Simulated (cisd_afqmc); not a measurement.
Input (AFQMC/CISD/aug-cc-pVDZ; cisd_afqmc is a phaseless AFQMC code with CISD trial states that reads the integrals written by Ansatz):

Ansatz 0.2 input:
```python
import cisd_afqmc

open("ham.yaml", "w").write("""\
crystal:
  periodic: [false, false, false]
  atoms:
    - {symbol: H, position_ang: [-0.51552720, 0.00000000, -1.40283467]}
    - {symbol: C, position_ang: [-0.51350520, 0.00000000, -0.28607067]}
    - {symbol: O, position_ang: [0.44956980, 0.00000000, 0.38990733]}
basis:
  gaussian:
    orbitals: aug-cc-pVDZ
magnetization: {spin_polarized: true, initial_magnetization: 1}
correlation: {method: ccsd, electrons: outside_noble_gas, hamiltonian_folder: ham}
""")
rep = cisd_afqmc.ansatz("ham.yaml")
e_ccsd = rep["correlation"]["coupled_cluster"]["energy"]["hartree"]
out = cisd_afqmc.run("ham", e_ccsd, trial="CISD", walkers=2000, populations=1, threads=12, dt=0.005, steps=40, early=24, settle=10, least=100,
    cut=5e-5, rank_cut=2e-4, target=0.0004, seconds=1000, seed=4, memory=62639, gpu=True)
```

Output:

```
orbitals 53, occupied [6, 5], factors 298 of 542, rank of the doubles 237 of 522
E(HF) = -113.267137
E(CCSD) on the cut factors = -113.587039, shift to the whole factors -0.000008
Energy of the trial state on the determinant = -113.587104
  tau behind 7.2 of longer steps, mean of the populations' last blocks
   2.0  -113.60135
   4.0  -113.60205
   6.0  -113.60062
   8.0  -113.60022
  10.0  -113.59908
  12.0  -113.59890
  14.0  -113.60119
  16.0  -113.60019
  18.0  -113.60149
  20.0  -113.60109
  22.0  -113.60063
blocks 100 (0 outliers left out), error by blocks joined: 1: 0.00016, 2: 0.00020, 4: 0.00023, 8: 0.00028
E(AFQMC/CISD) = -113.60055 +/- 0.00028
```

The error still grows at the longest joins of blocks, or few joins were possible, so the printed bar may be too narrow.
